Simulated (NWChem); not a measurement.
## Correlation energy of Be

```xyz
1

Be     0.0000     0.0000     0.0000
```
Charge 0, spin multiplicity 1.

The numbers come from NWChem runs, not from measurements.

Basis set: STO-3G. Each correlation energy counts from its own Hartree-Fock reference.

```tsv
method	correlation energy (mHa)
CCSD	-51.4
CR-CCSD[T]	-51.4
MP2	-23.8
CCSDT	-51.4
SCS-MP2	-28.5
CR-CCSD(T)	-51.4
```

The values span 27.7 mHa, from CCSD (lowest) to MP2 (highest). 

The correlated methods keep 1 core orbital frozen. No row is a measurement; the coupled-cluster row has its own basis-set and correlation limits.
